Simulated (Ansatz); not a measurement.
# SiO: basis-set convergence

How large a basis does SiO need? Two functionals and correlated methods are run in growing sets.

The runs use Ansatz 0.2.0, Gaussian basis; one geometry, several basis sets.

The runs, in order: PBE0-D4/def2-SVP; ωB97M-V/def2-SVP; PBE0-D4/def2-QZVPP; ωB97M-V/def2-QZVPP; CCSD(T)/cc-pV(D+d)Z; CCSD(T)/cc-pV(T+d)Z; CCSD(T)/cc-pV(Q+d)Z; the functionals' def2-TZVPP values are taken from earlier runs.

### Step 1. Structure used throughout

All runs share one geometry, relaxed beforehand with PBE0-D4 in a triple-zeta def2 set.

2 atoms, charge 0, spin multiplicity 1.

Atoms are counted from 1 here; the program's logs count them from 0.

Bond lengths: O1–Si2 1.509 Å.

Geometry (Å):

```xyz
2
OSi
O     0.6441   -0.2110    0.3311
Si   -0.6441    0.2110   -0.3311
```

### Step 2. PBE0-D4 in def2-SVP

File in.yaml:

```yaml
crystal:
  periodic: [false, false, false]
  atoms:
    - {symbol: O, position_ang: [0.644100, -0.211040, 0.331100]}
    - {symbol: Si, position_ang: [-0.644100, 0.211040, -0.331100]}
basis:
  gaussian: {orbitals: def2-SVP}
hamiltonian: {xc: pbe0, dispersion: d4}
output: {orbitals: {seedname: orbitals}}
```

Command:

```sh
$ ansatz run in.yaml --threads 2 --pin off --events-out ev --progress --plain --max-ram 20480MiB --backend cpu
```

After this run come: ωB97M-V in def2-SVP; PBE0-D4 in def2-QZVPP; ωB97M-V in def2-QZVPP; CCSD(T) in cc-pV(D+d)Z; CCSD(T) in cc-pV(T+d)Z; CCSD(T) in cc-pV(Q+d)Z.

Before running them: what should the planned runs give, taken together? Wanted: MP2 correlation recovered, cc-pV(D+d)Z; MP2 correlation recovered, cc-pV(T+d)Z; MP2 correlation recovered, cc-pV(Q+d)Z; CCSD(T) limit from def2 sets; PBE0-D4: double and triple zeta above quadruple; ωB97M-V: double and triple zeta above quadruple.

**Answer**, as computed:

| quantity | value |
| --- | --- |
| MP2 correlation recovered, cc-pV(D+d)Z | 71.9 % |
| MP2 correlation recovered, cc-pV(T+d)Z | 88.7 % |
| MP2 correlation recovered, cc-pV(Q+d)Z | 95.3 % |
| CCSD(T) limit from def2 sets (earlier runs) less the limit of this series | -28 meV |
| PBE0-D4: double and triple zeta above quadruple | 5.87, 0.39 eV |
| ωB97M-V: double and triple zeta above quadruple | 5.90, 0.37 eV |

In words: PBE0-D4 gains 5.48 eV from double to triple zeta, then 0.39 eV more. In cc-pV(D+d)Z MP2 holds 72 % of its limit, in cc-pV(Q+d)Z 95 %, while Hartree-Fock is within 0.076 eV in the largest set. A limit from the def2 sets, made apart, differs by 28 meV, a least measure of the doubt on such a limit. These are total energies; as a rule much of such shifts cancels in differences, which this series doesn't test.
